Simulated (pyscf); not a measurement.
Single points on ωB97X-D3(BJ)/def2-SVP structures (PySCF, gas phase). Correlated levels are frozen-core, on RHF or UHF. ΔMP2 is the change of the MP2 total energy from the triple- to the quadruple-zeta basis.

Problem. PBE/def2-TZVP puts the barrier of HO–B(F)–F + HCl -> H₂O + F–B(F)–Cl (four-centre exchange; singlet surface; B–O, Cl–H broken, H–O, B–Cl formed) at 15.9 kcal/mol and the reaction energy at +12.2 kcal/mol, from the separated reactants. What do B3LYP-D3(BJ)/def2-TZVP, PBE0-D3(BJ)/def2-TZVP, CCSD(T)/def2-TZVPP + ΔMP2(QZVPP) give on the same structures?

Solution. B3LYP-D3(BJ): ΔE‡ = 21.3 kcal/mol, ΔE = +14.1 kcal/mol; PBE0-D3(BJ): ΔE‡ = 17.7 kcal/mol, ΔE = +13.0 kcal/mol; CCSD(T): ΔE‡ = 23.2 kcal/mol, ΔE = +12.9 kcal/mol. PBE's barrier lies under all of them, by 1.7 to 7.2 kcal/mol. Its reaction energy lies under all of them, by 0.7 to 1.8 kcal/mol. On the product side the descent ends in an adduct with a B–O contact, 10.0 kcal/mol under the separated species and 18.1 kcal/mol under the saddle at ωB97X-D3(BJ)/def2-TZVP. What is counted as broken (B–O) persists as a longer contact in the product adduct; parting that adduct is a step of its own. At ωB97X-D3(BJ) the barrier from the zero used here is 20.8 kcal/mol. This is the saddle that the search found; another between the same sides may lie lower. The CCSD(T) − MP2 part came from Ansatz, without density fitting, on the same reference.
